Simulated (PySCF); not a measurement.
# H₄NF, a complex of two parts: interaction energy, part 3 of 3

PySCF 2.14.0. Atoms count from 0, parts from 1. The steps go on from the part before.

## 8. Coupled-cluster interaction energy: CCSD(T) and MP2, 1.47 Å

The job: settings as JSON, then the geometry in Å.

```
{"job": {"kind": "intercc", "basis": "aug-cc-pVDZ", "basis_mid": "aug-cc-pVTZ", "basis_large": "aug-cc-pVQZ"}, "charge": 0, "multiplicity": 1, "parts": [{"atoms": "0-1", "charge": 0, "multiplicity": 1}, {"atoms": "2-5", "charge": 0, "multiplicity": 1}]}
F      0.259491    -0.219148    -0.129794
H      1.122486    -0.274156     0.298076
N      2.429135    -0.348312     0.965806
H      2.974771     0.487950     0.796517
H      2.309466    -0.439475     1.967477
H      2.974624    -1.140270     0.647349
```

Level: CCSD(T)/aug-cc-pVDZ and MP2/aug-cc-pVTZ, aug-cc-pVQZ counterpoise interaction energy, frozen core, gas phase.

What it wrote:

```text
part 1, own basis, geometry of the cluster: E = -100.0566824911 (as before)

part 2, own basis, geometry of the cluster: E = -56.2202984250 (as before)

part 1, own basis, relaxed alone: E = -100.0608783161 (as before)

part 2, own basis, relaxed alone: E = -56.2202872689 (as before)

cluster
final grid: 4632 points
cycle   1  E = -156.2884326899  dE = -3.090e-02  |g| = 8.007e-02  |ddm| = 1.051e+00
cycle   2  E = -156.2912142447  dE = -2.782e-03  |g| = 3.059e-02  |ddm| = 1.729e-01
cycle   3  E = -156.2916537071  dE = -4.395e-04  |g| = 1.505e-02  |ddm| = 7.164e-02
cycle   4  E = -156.2917208182  dE = -6.711e-05  |g| = 3.163e-03  |ddm| = 2.658e-02
cycle   5  E = -156.2917251541  dE = -4.336e-06  |g| = 8.338e-04  |ddm| = 7.618e-03
cycle   6  E = -156.2917253606  dE = -2.066e-07  |g| = 2.310e-04  |ddm| = 1.922e-03
cycle   7  E = -156.2917253753  dE = -1.467e-08  |g| = 4.466e-05  |ddm| = 4.755e-04
cycle   8  E = -156.2917253763  dE = -1.034e-09  |g| = 8.128e-06  |ddm| = 1.639e-04
cycle   9  E = -156.2917253764  dE = -3.416e-11  |g| = 1.664e-06  |ddm| = 2.178e-05
converged SCF energy = -156.2917253764

part 1 in the basis of the cluster
final grid: 4632 points
cycle   1  E = -100.0567756173  dE = -9.428e-05  |g| = 2.107e-03  |ddm| = 4.619e-01
cycle   2  E = -100.0567770869  dE = -1.470e-06  |g| = 2.948e-04  |ddm| = 5.175e-02
cycle   3  E = -100.0567771213  dE = -3.447e-08  |g| = 3.382e-05  |ddm| = 7.559e-03
cycle   4  E = -100.0567771216  dE = -2.510e-10  |g| = 1.791e-05  |ddm| = 1.583e-04
converged SCF energy = -100.0567771216

part 2 in the basis of the cluster
final grid: 4632 points
cycle   1  E = -56.2203785282  dE = -8.089e-05  |g| = 1.949e-03  |ddm| = 5.500e-01
cycle   2  E = -56.2203795520  dE = -1.024e-06  |g| = 2.367e-04  |ddm| = 5.524e-02
cycle   3  E = -56.2203795786  dE = -2.661e-08  |g| = 2.375e-05  |ddm| = 7.524e-03
cycle   4  E = -56.2203795790  dE = -4.264e-10  |g| = 7.302e-06  |ddm| = 3.953e-04
converged SCF energy = -56.2203795790

Interaction energy (kcal/mol)
  counterpoise      -11.408
  uncorrected       -12.323
  dispersion part     0.000
  deformation         1.180
  binding           -10.228

Decomposition of the uncorrected value (kcal/mol)
  electrostatic     -32.778
  Pauli              44.981
  orbital           -21.457
  dispersion          0.000
  correlation        -3.069

Charge of each part in the cluster: -0.064 0.064
part 1, own basis, geometry of the cluster: E = -100.0639934595 (as before)

part 2, own basis, geometry of the cluster: E = -56.2239412791 (as before)

part 1, own basis, relaxed alone: E = -100.0683487601 (as before)

part 2, own basis, relaxed alone: E = -56.2239302124 (as before)

cluster
final grid: 4632 points
cycle   1  E = -156.2993178621  dE = -3.077e-02  |g| = 8.001e-02  |ddm| = 1.185e+00
cycle   2  E = -156.3020958104  dE = -2.778e-03  |g| = 3.073e-02  |ddm| = 1.626e-01
cycle   3  E = -156.3025360670  dE = -4.403e-04  |g| = 1.497e-02  |ddm| = 6.861e-02
cycle   4  E = -156.3026029104  dE = -6.684e-05  |g| = 3.254e-03  |ddm| = 2.582e-02
cycle   5  E = -156.3026072742  dE = -4.364e-06  |g| = 8.383e-04  |ddm| = 7.826e-03
cycle   6  E = -156.3026074893  dE = -2.151e-07  |g| = 2.387e-04  |ddm| = 2.286e-03
cycle   7  E = -156.3026075045  dE = -1.526e-08  |g| = 4.632e-05  |ddm| = 6.023e-04
cycle   8  E = -156.3026075056  dE = -1.095e-09  |g| = 8.576e-06  |ddm| = 2.467e-04
cycle   9  E = -156.3026075057  dE = -3.615e-11  |g| = 1.783e-06  |ddm| = 3.015e-05
converged SCF energy = -156.3026075057

part 1 in the basis of the cluster
final grid: 4632 points
cycle   1  E = -100.0640795363  dE = -8.684e-05  |g| = 1.999e-03  |ddm| = 6.241e-01
cycle   2  E = -100.0640805035  dE = -9.672e-07  |g| = 2.439e-04  |ddm| = 5.983e-02
cycle   3  E = -100.0640805229  dE = -1.937e-08  |g| = 2.065e-05  |ddm| = 7.674e-03
cycle   4  E = -100.0640805231  dE = -1.817e-10  |g| = 6.583e-06  |ddm| = 3.422e-04
converged SCF energy = -100.0640805231

part 2 in the basis of the cluster
final grid: 4632 points
cycle   1  E = -56.2239665049  dE = -2.631e-05  |g| = 9.761e-04  |ddm| = 6.813e-01
cycle   2  E = -56.2239667768  dE = -2.720e-07  |g| = 1.081e-04  |ddm| = 7.022e-02
cycle   3  E = -56.2239667832  dE = -6.363e-09  |g| = 1.041e-05  |ddm| = 9.395e-03
cycle   4  E = -56.2239667833  dE = -9.921e-11  |g| = 1.301e-06  |ddm| = 5.888e-04
converged SCF energy = -56.2239667833

Interaction energy (kcal/mol)
  counterpoise      -11.874
  uncorrected       -12.479
  dispersion part     0.000
  deformation         1.349
  binding           -10.525

Decomposition of the uncorrected value (kcal/mol)
  electrostatic     -32.834
  Pauli              44.997
  orbital           -21.371
  dispersion          0.000
  correlation        -3.271

Charge of each part in the cluster: -0.064 0.064
part 1 in the basis of the cluster: E(HF) = -100.029524653  E2 = -0.225796191  E(CCSD corr) = -0.229227726  (T) = -0.004496808
part 2 in the basis of the cluster: E(HF) = -56.205920287  E2 = -0.200909587  E(CCSD corr) = -0.215785688  (T) = -0.005622979
cluster: E(HF) = -156.249656786  E2 = -0.428619311  E(CCSD corr) = -0.445567225  (T) = -0.010596100

Counterpoise interaction energy (kcal/mol)
  hf_small                  -8.918
  mp2_small                -10.119
  ccsd_small                -9.266
  ccsdt_small               -9.565
  hf_large                  -9.137
  mp2_large                -11.874
  hf_middle                 -9.142
  mp2_middle               -11.408
  scs_mp2_large            -10.631
  mp2_limit                -12.218
  ccsdt_less_mp2             0.554
  ccsdt_limit_estimate     -11.663
  bsse_mp2_large             0.605
```

Run time: 49 s. Hardware: 1 thread of Arm Neoverse N1, shared host; peak memory 0.52 GiB.

Contacts at this geometry (a selection, picked against the atoms' radii; other short pairs can be missing):

| atoms | distance (Å) | kind (by distance and angle) | angle (°) |
| --- | --- | --- | --- |
| H1···N2 | 1.47 | hydrogen bond | 179 |

Differences are taken before rounding.

| method | interaction energy (kcal/mol) | from CCSD(T), limit estimate (kcal/mol) |
| --- | --- | --- |
| HF/aug-cc-pVDZ | -8.92 | +2.75 |
| MP2/aug-cc-pVDZ | -10.12 | +1.54 |
| CCSD/aug-cc-pVDZ | -9.27 | +2.40 |
| CCSD(T)/aug-cc-pVDZ | -9.56 | +2.10 |
| HF/aug-cc-pVQZ | -9.14 | +2.53 |
| MP2/aug-cc-pVQZ | -11.87 | -0.21 |
| SCS-MP2/aug-cc-pVQZ | -10.63 | +1.03 |
| MP2, extrapolated | -12.22 | -0.55 |
| CCSD(T), limit estimate | -11.66 | 0 |

These energies keep the parts at their geometry in the cluster; deforming them to it costs 1.35 kcal/mol (MP2).

## 9. Coupled-cluster interaction energy: CCSD(T) and MP2, 2.45 Å

Settings changed since step 8:

```diff
@@ -3,5 +3,5 @@
 H      1.122486    -0.274156     0.298076
-N      2.429135    -0.348312     0.965806
-H      2.974771     0.487950     0.796517
-H      2.309466    -0.439475     1.967477
-H      2.974624    -1.140270     0.647349
+N      3.300234    -0.397748     1.410959
+H      3.845870     0.438514     1.241670
+H      3.180565    -0.488912     2.412630
+H      3.845723    -1.189708     1.092502
```

With the program's defaults for keys left out, this is: CCSD(T)/aug-cc-pVDZ and MP2/aug-cc-pVTZ, aug-cc-pVQZ counterpoise interaction energy, frozen core, gas phase.

What it wrote:

```text
part 1, own basis, geometry of the cluster: E = -100.0566824911 (as before)

part 2, own basis, geometry of the cluster: E = -56.2202984250 (as before)

part 1, own basis, relaxed alone: E = -100.0608783161 (as before)

part 2, own basis, relaxed alone: E = -56.2202872689 (as before)

cluster
final grid: 4632 points
cycle   1  E = -156.2882503340  dE = -2.118e-03  |g| = 1.895e-02  |ddm| = 2.690e-01
cycle   2  E = -156.2884595935  dE = -2.093e-04  |g| = 7.792e-03  |ddm| = 4.492e-02
cycle   3  E = -156.2884937040  dE = -3.411e-05  |g| = 3.864e-03  |ddm| = 1.798e-02
cycle   4  E = -156.2885002341  dE = -6.530e-06  |g| = 7.686e-04  |ddm| = 7.797e-03
cycle   5  E = -156.2885005464  dE = -3.123e-07  |g| = 1.979e-04  |ddm| = 1.987e-03
cycle   6  E = -156.2885005630  dE = -1.667e-08  |g| = 6.782e-05  |ddm| = 5.195e-04
cycle   7  E = -156.2885005644  dE = -1.311e-09  |g| = 1.230e-05  |ddm| = 1.385e-04
cycle   8  E = -156.2885005644  dE = -8.839e-11  |g| = 2.038e-06  |ddm| = 5.078e-05
converged SCF energy = -156.2885005644

part 1 in the basis of the cluster
final grid: 4632 points
cycle   1  E = -100.0567297117  dE = -4.731e-05  |g| = 1.471e-03  |ddm| = 1.673e-01
cycle   2  E = -100.0567303811  dE = -6.694e-07  |g| = 1.958e-04  |ddm| = 1.987e-02
cycle   3  E = -100.0567303953  dE = -1.426e-08  |g| = 1.367e-05  |ddm| = 3.139e-03
cycle   4  E = -100.0567303954  dE = -6.020e-11  |g| = 4.920e-06  |ddm| = 1.208e-04
converged SCF energy = -100.0567303954

part 2 in the basis of the cluster
final grid: 4632 points
cycle   1  E = -56.2203172828  dE = -1.999e-05  |g| = 9.430e-04  |ddm| = 1.364e-01
cycle   2  E = -56.2203177094  dE = -4.266e-07  |g| = 1.527e-04  |ddm| = 1.542e-02
cycle   3  E = -56.2203177261  dE = -1.672e-08  |g| = 1.617e-05  |ddm| = 2.763e-03
cycle   4  E = -56.2203177263  dE = -2.126e-10  |g| = 3.863e-06  |ddm| = 2.104e-04
converged SCF energy = -56.2203177263

Interaction energy (kcal/mol)
  counterpoise       -7.516
  uncorrected        -7.788
  dispersion part     0.000
  deformation         1.180
  binding            -6.336

Decomposition of the uncorrected value (kcal/mol)
  electrostatic      -7.461
  Pauli               1.718
  orbital            -1.486
  dispersion          0.000
  correlation        -0.558

Charge of each part in the cluster: -0.011 0.011
part 1, own basis, geometry of the cluster: E = -100.0639934595 (as before)

part 2, own basis, geometry of the cluster: E = -56.2239412791 (as before)

part 1, own basis, relaxed alone: E = -100.0683487601 (as before)

part 2, own basis, relaxed alone: E = -56.2239302124 (as before)

cluster
final grid: 4632 points
cycle   1  E = -156.2991748480  dE = -2.094e-03  |g| = 1.903e-02  |ddm| = 3.440e-01
cycle   2  E = -156.2993836407  dE = -2.088e-04  |g| = 7.897e-03  |ddm| = 4.101e-02
cycle   3  E = -156.2994178294  dE = -3.419e-05  |g| = 3.880e-03  |ddm| = 1.573e-02
cycle   4  E = -156.2994244272  dE = -6.598e-06  |g| = 7.973e-04  |ddm| = 7.856e-03
cycle   5  E = -156.2994247477  dE = -3.205e-07  |g| = 2.045e-04  |ddm| = 1.959e-03
cycle   6  E = -156.2994247659  dE = -1.819e-08  |g| = 6.908e-05  |ddm| = 5.342e-04
cycle   7  E = -156.2994247672  dE = -1.315e-09  |g| = 1.283e-05  |ddm| = 1.344e-04
cycle   8  E = -156.2994247673  dE = -9.669e-11  |g| = 2.083e-06  |ddm| = 4.461e-05
converged SCF energy = -156.2994247673

part 1 in the basis of the cluster
final grid: 4632 points
cycle   1  E = -100.0640193008  dE = -2.611e-05  |g| = 1.041e-03  |ddm| = 2.614e-01
cycle   2  E = -100.0640196441  dE = -3.433e-07  |g| = 1.318e-04  |ddm| = 2.417e-02
cycle   3  E = -100.0640196508  dE = -6.643e-09  |g| = 9.857e-06  |ddm| = 3.149e-03
cycle   4  E = -100.0640196508  dE = -2.970e-11  |g| = 4.704e-06  |ddm| = 1.205e-04
converged SCF energy = -100.0640196508

part 2 in the basis of the cluster
final grid: 4632 points
cycle   1  E = -56.2239506216  dE = -1.062e-05  |g| = 6.357e-04  |ddm| = 2.360e-01
cycle   2  E = -56.2239507672  dE = -1.456e-07  |g| = 8.116e-05  |ddm| = 2.484e-02
cycle   3  E = -56.2239507714  dE = -4.251e-09  |g| = 8.288e-06  |ddm| = 3.521e-03
cycle   4  E = -56.2239507715  dE = -6.497e-11  |g| = 9.681e-07  |ddm| = 2.108e-04
converged SCF energy = -56.2239507715

Interaction energy (kcal/mol)
  counterpoise       -7.584
  uncorrected        -7.717
  dispersion part     0.000
  deformation         1.349
  binding            -6.235

Decomposition of the uncorrected value (kcal/mol)
  electrostatic      -7.477
  Pauli               1.737
  orbital            -1.471
  dispersion          0.000
  correlation        -0.506

Charge of each part in the cluster: -0.011 0.011
part 1 in the basis of the cluster: E(HF) = -100.029334262  E2 = -0.225278684  E(CCSD corr) = -0.228718901  (T) = -0.004407198
part 2 in the basis of the cluster: E(HF) = -56.205670857  E2 = -0.199747093  E(CCSD corr) = -0.214722155  (T) = -0.005508737
cluster: E(HF) = -156.246604496  E2 = -0.425304088  E(CCSD corr) = -0.443485961  (T) = -0.010037351

Counterpoise interaction energy (kcal/mol)
  hf_small                  -7.279
  mp2_small                 -7.453
  ccsd_small                -7.307
  ccsdt_small               -7.383
  hf_large                  -7.188
  mp2_large                 -7.584
  hf_middle                 -7.186
  mp2_middle                -7.516
  scs_mp2_large             -7.353
  mp2_limit                 -7.632
  ccsdt_less_mp2             0.070
  ccsdt_limit_estimate      -7.562
  bsse_mp2_large             0.133
```

Run time: 47 s. Hardware: 1 thread of Arm Neoverse N1, shared host; peak memory 0.52 GiB.

Contacts at this geometry (a selection, picked against the atoms' radii; other short pairs can be missing):

| atoms | distance (Å) | kind (by distance and angle) | angle (°) |
| --- | --- | --- | --- |
| H1···N2 | 2.45 | hydrogen bond | 179 |

Differences are taken before rounding.

| method | interaction energy (kcal/mol) | from CCSD(T), limit estimate (kcal/mol) |
| --- | --- | --- |
| HF/aug-cc-pVDZ | -7.28 | +0.28 |
| MP2/aug-cc-pVDZ | -7.45 | +0.11 |
| CCSD/aug-cc-pVDZ | -7.31 | +0.26 |
| CCSD(T)/aug-cc-pVDZ | -7.38 | +0.18 |
| HF/aug-cc-pVQZ | -7.19 | +0.37 |
| MP2/aug-cc-pVQZ | -7.58 | -0.02 |
| SCS-MP2/aug-cc-pVQZ | -7.35 | +0.21 |
| MP2, extrapolated | -7.63 | -0.07 |
| CCSD(T), limit estimate | -7.56 | 0 |

These energies keep the parts at their geometry in the cluster; deforming them to it costs 1.35 kcal/mol (MP2).

## 10. Coupled-cluster interaction energy: CCSD(T) and MP2, 3.26 Å

Settings changed since step 9:

```diff
@@ -3,5 +3,5 @@
 H      1.122486    -0.274156     0.298076
-N      3.300234    -0.397748     1.410959
-H      3.845870     0.438514     1.241670
-H      3.180565    -0.488912     2.412630
-H      3.845723    -1.189708     1.092502
+N      4.026150    -0.438946     1.781920
+H      4.571786     0.397316     1.612631
+H      3.906481    -0.530110     2.783591
+H      4.571639    -1.230905     1.463463
```

Method: CCSD(T)/aug-cc-pVDZ and MP2/aug-cc-pVTZ, aug-cc-pVQZ counterpoise interaction energy, frozen core, gas phase.

What it wrote:

```text
part 1, own basis, geometry of the cluster: E = -100.0566824911 (as before)

part 2, own basis, geometry of the cluster: E = -56.2202984250 (as before)

part 1, own basis, relaxed alone: E = -100.0608783161 (as before)

part 2, own basis, relaxed alone: E = -56.2202872689 (as before)

cluster
final grid: 4632 points
cycle   1  E = -156.2821843181  dE = -4.131e-04  |g| = 8.391e-03  |ddm| = 2.667e-01
cycle   2  E = -156.2822238568  dE = -3.954e-05  |g| = 3.690e-03  |ddm| = 3.762e-02
cycle   3  E = -156.2822299583  dE = -6.102e-06  |g| = 1.772e-03  |ddm| = 9.778e-03
cycle   4  E = -156.2822316927  dE = -1.734e-06  |g| = 3.130e-04  |ddm| = 5.994e-03
cycle   5  E = -156.2822317559  dE = -6.322e-08  |g| = 9.572e-05  |ddm| = 9.903e-04
cycle   6  E = -156.2822317600  dE = -4.140e-09  |g| = 3.295e-05  |ddm| = 2.730e-04
cycle   7  E = -156.2822317604  dE = -3.909e-10  |g| = 5.657e-06  |ddm| = 8.242e-05
converged SCF energy = -156.2822317604

part 1 in the basis of the cluster
final grid: 4632 points
cycle   1  E = -100.0567102321  dE = -2.791e-05  |g| = 1.087e-03  |ddm| = 2.275e-01
cycle   2  E = -100.0567106344  dE = -4.023e-07  |g| = 1.474e-04  |ddm| = 2.529e-02
cycle   3  E = -100.0567106431  dE = -8.618e-09  |g| = 1.376e-05  |ddm| = 3.738e-03
cycle   4  E = -100.0567106431  dE = -3.311e-11  |g| = 7.208e-06  |ddm| = 7.508e-05
converged SCF energy = -100.0567106431

part 2 in the basis of the cluster
final grid: 4632 points
cycle   1  E = -56.2203125748  dE = -1.517e-05  |g| = 7.931e-04  |ddm| = 1.132e-01
cycle   2  E = -56.2203129436  dE = -3.688e-07  |g| = 1.427e-04  |ddm| = 1.500e-02
cycle   3  E = -56.2203129595  dE = -1.595e-08  |g| = 1.573e-05  |ddm| = 3.008e-03
cycle   4  E = -56.2203129597  dE = -1.854e-10  |g| = 3.921e-06  |ddm| = 2.002e-04
converged SCF energy = -56.2203129597

Interaction energy (kcal/mol)
  counterpoise       -3.255
  uncorrected        -3.371
  dispersion part     0.000
  deformation         1.180
  binding            -2.075

Decomposition of the uncorrected value (kcal/mol)
  electrostatic      -3.121
  Pauli               0.114
  orbital            -0.289
  dispersion          0.000
  correlation        -0.075

Charge of each part in the cluster: -0.002 0.002
part 1, own basis, geometry of the cluster: E = -100.0639934595 (as before)

part 2, own basis, geometry of the cluster: E = -56.2239412791 (as before)

part 1, own basis, relaxed alone: E = -100.0683487601 (as before)

part 2, own basis, relaxed alone: E = -56.2239302124 (as before)

cluster
final grid: 4632 points
cycle   1  E = -156.2931061728  dE = -3.656e-04  |g| = 8.241e-03  |ddm| = 1.755e-01
cycle   2  E = -156.2931434163  dE = -3.724e-05  |g| = 3.725e-03  |ddm| = 2.647e-02
cycle   3  E = -156.2931493072  dE = -5.891e-06  |g| = 1.759e-03  |ddm| = 6.997e-03
cycle   4  E = -156.2931510678  dE = -1.761e-06  |g| = 3.133e-04  |ddm| = 4.272e-03
cycle   5  E = -156.2931511277  dE = -5.987e-08  |g| = 9.587e-05  |ddm| = 9.253e-04
cycle   6  E = -156.2931511318  dE = -4.168e-09  |g| = 3.373e-05  |ddm| = 2.776e-04
cycle   7  E = -156.2931511322  dE = -3.928e-10  |g| = 5.674e-06  |ddm| = 7.226e-05
converged SCF energy = -156.2931511322

part 1 in the basis of the cluster
final grid: 4632 points
cycle   1  E = -100.0640063065  dE = -1.311e-05  |g| = 7.045e-04  |ddm| = 1.380e-01
cycle   2  E = -100.0640064678  dE = -1.613e-07  |g| = 8.672e-05  |ddm| = 1.752e-02
cycle   3  E = -100.0640064707  dE = -2.970e-09  |g| = 5.158e-06  |ddm| = 2.819e-03
cycle   4  E = -100.0640064707  dE = -8.711e-12  |g| = 2.014e-06  |ddm| = 1.037e-04
converged SCF energy = -100.0640064707

part 2 in the basis of the cluster
final grid: 4632 points
cycle   1  E = -56.2239452228  dE = -5.103e-06  |g| = 4.561e-04  |ddm| = 9.269e-02
cycle   2  E = -56.2239453280  dE = -1.051e-07  |g| = 7.127e-05  |ddm| = 1.390e-02
cycle   3  E = -56.2239453316  dE = -3.640e-09  |g| = 6.440e-06  |ddm| = 2.897e-03
cycle   4  E = -56.2239453316  dE = -3.647e-11  |g| = 7.611e-07  |ddm| = 2.023e-04
converged SCF energy = -56.2239453316

Interaction energy (kcal/mol)
  counterpoise       -3.270
  uncorrected        -3.309
  dispersion part     0.000
  deformation         1.349
  binding            -1.922

Decomposition of the uncorrected value (kcal/mol)
  electrostatic      -3.126
  Pauli               0.110
  orbital            -0.258
  dispersion          0.000
  correlation        -0.034

Charge of each part in the cluster: -0.002 0.002
part 1 in the basis of the cluster: E(HF) = -100.029284694  E2 = -0.225146750  E(CCSD corr) = -0.228586930  (T) = -0.004371317
part 2 in the basis of the cluster: E(HF) = -56.205450522  E2 = -0.199456196  E(CCSD corr) = -0.214461026  (T) = -0.005466591
cluster: E(HF) = -156.239997905  E2 = -0.424532886  E(CCSD corr) = -0.442900434  (T) = -0.009842489

Counterpoise interaction energy (kcal/mol)
  hf_small                  -3.302
  mp2_small                 -3.258
  ccsd_small                -3.210
  ccsdt_small               -3.213
  hf_large                  -3.263
  mp2_large                 -3.270
  hf_middle                 -3.268
  mp2_middle                -3.255
  scs_mp2_large             -3.210
  mp2_limit                 -3.285
  ccsdt_less_mp2             0.046
  ccsdt_limit_estimate      -3.240
  bsse_mp2_large             0.038
```

Wall time 48 s (1 thread of Arm Neoverse N1, shared host); peak memory 0.52 GiB.

Contacts at this geometry (a selection, picked against the atoms' radii; other short pairs can be missing):

| atoms | distance (Å) | kind (by distance and angle) | angle (°) |
| --- | --- | --- | --- |
| H1···N2 | 3.27 | beyond van der Waals contact | – |

| method | interaction energy (kcal/mol) | from CCSD(T), limit estimate (kcal/mol) |
| --- | --- | --- |
| HF/aug-cc-pVDZ | -3.30 | -0.06 |
| MP2/aug-cc-pVDZ | -3.26 | -0.02 |
| CCSD/aug-cc-pVDZ | -3.21 | +0.03 |
| CCSD(T)/aug-cc-pVDZ | -3.21 | +0.03 |
| HF/aug-cc-pVQZ | -3.26 | -0.02 |
| MP2/aug-cc-pVQZ | -3.27 | -0.03 |
| SCS-MP2/aug-cc-pVQZ | -3.21 | +0.03 |
| MP2, extrapolated | -3.29 | -0.05 |
| CCSD(T), limit estimate | -3.24 | 0 |

These energies keep the parts at their geometry in the cluster; deforming them to it costs 1.35 kcal/mol (MP2).

## 11. The curve

Counterpoise interaction energies (kcal/mol):

| H1···N2 (Å) | HF | MP2 limit | CCSD(T) estimate | time |
| --- | --- | --- | --- | --- |
| 1.47 | -9.14 | -12.22 | -11.66 | 49 s |
| 1.55 | -10.73 | -13.44 | -12.98 | 48 s |
| 1.63 | -11.54 | -13.91 | -13.53 | 55 s |
| 1.71 | -11.81 | -13.87 | -13.55 | 47 s |
| 1.79 | -11.71 | -13.48 | -13.23 | 48 s |
| 2.04 | -10.29 | -11.39 | -11.25 | 48 s |
| 2.45 | -7.19 | -7.63 | -7.56 | 47 s |
| 3.26 | -3.26 | -3.29 | -3.24 | 48 s |

## 12. Results

This closing draws on all 3 parts.

| quantity | value |
| --- | --- |
| point group | C3v |
| rotational constants (main isotopes) | 187.52, 7.73, 7.73 GHz |
| CCSD(T) estimate at 1.47 Å | -11.66 kcal/mol |
| CCSD(T) estimate at 1.55 Å | -12.98 kcal/mol |
| CCSD(T) estimate at 1.63 Å | -13.53 kcal/mol |
| CCSD(T) estimate at 1.71 Å | -13.55 kcal/mol |
| CCSD(T) estimate at 1.79 Å | -13.23 kcal/mol |
| CCSD(T) estimate at 2.04 Å | -11.25 kcal/mol |
| CCSD(T) estimate at 2.45 Å | -7.56 kcal/mol |
| CCSD(T) estimate at 3.26 Å | -3.24 kcal/mol |

In words: The start of the PBE0/def2-TZVPD relaxation was shaken at random by about 0.01 Å, so part of the energy gained, and of the first lengths quoted, undoes that. The optimisation took 4 steps and gained 0.058 eV; among the close pairs (by a distance rule), N2–H3 changed most, from 1.049 to 1.013 Å. Along the rigid scan the CCSD(T) estimate is lowest at 1.71 Å (-13.55 kcal/mol), where MP2 at the limit misses it by -0.31 and Hartree-Fock by +1.74.
